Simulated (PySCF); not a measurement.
Gas-phase reaction: H₃SiPH₂ + PH → Si + 2 PH₃

Computed with PySCF and rigid-rotor harmonic-oscillator thermochemistry at 1 bar. † marks an energy on the PBE0/def2-TZVP geometry and frequencies. MP2 freezes the core. Open shells (unrestricted): PH (multiplicity 3), Si (multiplicity 3); the rest are closed-shell singlets. Spin-orbit splitting is ignored; it lowers the true energy and changes the entropy of Si. MP2 isn't extrapolated to the basis-set limit.

PBE0/def2-QZVP† gives ΔH°(298 K) = 204 kJ.

**Question.** What do r2SCAN/def2-TZVP†, HF/def2-TZVP†, MP2/def2-SVP† give?

**Answer.** r2SCAN/def2-TZVP†: 216 kJ; HF/def2-TZVP†: 195 kJ; MP2/def2-SVP†: 194 kJ. For scale, ΔH°(298 K) is 204 kJ at this level, 192 kJ at ωB97M-V/def2-TZVP†, and runs from 175 to 230 kJ over the 20 levels computed.
